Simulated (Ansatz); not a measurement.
A calculation with Ansatz (development build ahead of 0.2.0).

```yaml
crystal:
  periodic: [false, false, false]
  atoms:
    - { symbol: C, position_ang: [-0.00613, 0.02088, -0.45179] }
    - { symbol: C, position_ang: [0.01, 0.09674, 0.53977] }
basis:
  gaussian: { orbitals: STO-3G }
hamiltonian:
  xc: hf
correlation:
  method: mp2
  frozen_orbitals: { C: 1 }
```

The input is written out in the form of the current development build from the run's settings.

Output:

```json
{
 "Converged": "yes",
 "Reference energy": "-74.23807 hartree",
 "Correlation energy": "-0.20155 hartree",
 "Total energy": "-74.43962 hartree",
 "Spin squared of the determinant": "0.000"
}
```

Caution: no unrestricted run beside it, a lower state can exist.
